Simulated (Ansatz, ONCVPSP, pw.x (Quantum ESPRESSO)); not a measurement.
tungsten (W) (fcc): variants of one ONCV potential in the solid

* Element: tungsten
* Generator: ONCVPSP 4.0.1.1 (patched build)
* Type: optimised norm-conserving Vanderbilt (ONCV)
* Functional: PBEsol
* Relativity: scalar-relativistic
* Frozen core: [Kr] 4d10 4f14
* Valence charge: 14
* Reference configuration: 5s2 5p6 5d4 6s1 6p1
* Partial waves: 5s+6s: rc 1.90 bohr, ncon 4, nbas 8, qcut 5.2 1/bohr, 2 projectors; 5p+6p: rc 1.70 bohr, ncon 3, nbas 7, qcut 7.6 1/bohr, 2 projectors; 5d: rc 2.50 bohr, ncon 4, nbas 9, qcut 6.7 1/bohr, 1 projector
* Local potential: polynomial inside 1.25 bohr (lpopt 5, dvloc0 0 Ha)
* Core correction: Teter function, fcfact 2.75, rcfact 1.5

Crystal test: fcc W in pw.x 7.5, no spin, 14³ k-points, Fermi–Dirac smearing 0.01 Ry, cutoffs set for each file from its atomic test. The reference is all-electron LAPW (Ansatz 0.2.0) with the same functional, mesh and smearing; V0 and B0 come from Birch–Murnaghan fits to the pressures at five volumes. Errors are pseudo minus all-electron; Δ is the rms difference of the E(V) curves that follow from these fits, minima aligned, over ±6 % about the mean V0. Mesh and smearing are coarse, so the numbers serve the comparison and aren't converged zero-temperature values; the lattice is a test structure that the element need not adopt.

All-electron: a0 = 4.000 Å (V0 = 16.00 Å³/atom), B0 = 298.8 GPa.

```tsv
change	cutoffs (Ry)	pw.x	a0 (Å)	a0 error (%)	B0 error (%)	Δ (meV/atom)	mean pressure error (GPa)
base	55/220	converged	3.986	-0.35	-0.1	11.1	-3.15
local potential polynomial inside 1.25 bohr (lpopt 5, dvloc0 9.5 Ha)	55/220	converged	3.990	-0.26	-0.1	8.1	-2.30
d: rc 3.48	55/220	converged	3.993	-0.19	-2.5	6.0	-1.69
all radii but the core radius scaled by about 0.85 (s 1.62, p 1.44, d 2.12 bohr); local potential polynomial inside 1.06 bohr (lpopt 5, dvloc0 0 Ha)	155/620	converged	3.983	-0.42	+0.1	13.2	-3.74
core correction none	55/220	converged	3.987	-0.34	-0.1	10.6	-3.00
reference 5s2 5p6 5d4 6s1; wave 5p+6p: rc 1.70 bohr, ncon 3, nbas 7, qcut 7.6 1/bohr, 2 projectors becomes 5p: rc 1.70 bohr, ncon 3, nbas 7, qcut 7.6 1/bohr, 2 projectors, debl 0.7 Ha	55/220	converged; energies reset by the program	3.984	-0.40	+0.2	12.6	-3.57
```
